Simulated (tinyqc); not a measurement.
Worked calculation: UHF in the sto-6g basis, for NH, spin multiplicity 3. This run ends on a higher stationary point, not on the lowest solution. Computed by tinyqc, a small Python program that keeps every step (integrals from PySCF). Settings: charge = 0, multiplicity = 3, basis = sto-6g, energy threshold = 1e-10, iteration cap = 50, orthogonalisation = canonical, start = atomic densities, DIIS depth = 6, DIIS from iteration = 2, method = UHF. Command: `OMP_NUM_THREADS=1 python tinyqc.py 20416 20417 out.jsonl` (the two numbers bound the seeds that draw the settings). One thread of a shared host (Intel(R) Xeon(R) Processor @ 2.60GHz), about 0.2 s of CPU time with the checks.

Geometry (angstrom):
```
atom         x         y         z
N     0.000000  0.000000  0.000000
H     0.000000  0.000000  1.635000
```

Stop when the energy changes by less than 1e-10 hartree and every element of the error matrix X^T (F D S - S D F) X (for each spin) is below 3e-06.

Course of the cycle:
```
iteration   E (hartree)     change  largest element of the error matrix
1          -54.61726904          -                             1.48e-01
2          -54.67519967  -5.79e-02                             3.11e-02
3          -54.68190689  -6.71e-03                             2.09e-02
4          -54.68860508  -6.70e-03                             2.14e-02
5          -54.66594037   2.27e-02                             9.04e-03
6          -54.66639269  -4.52e-04                             4.68e-03
7          -54.66573969   6.53e-04                             9.12e-04
8          -54.66570964   3.00e-05                             3.17e-04
9          -54.66570813   1.52e-06                             1.55e-04
10         -54.66570770   4.30e-07                             3.73e-06
11         -54.66570770   1.72e-10                             2.80e-07
12         -54.66570770   3.14e-12                             3.11e-09
```

Can the last value be used, and what does the course show?

No, though the log alone does not show it. Converged in 12 iterations. But the solution lies 0.06536 hartree above the reference: it is another stationary point, not the lowest one. Reruns (cap 100 unless said): DIIS 8: converged in 12 to a higher stationary point; damping 0.5: converged in 56; level shift 0.5: converged in 45; atomic densities as start, DIIS 8: converged in 12 to a higher stationary point. PySCF UHF in the same basis, after a stability check = -54.73106547 hartree.
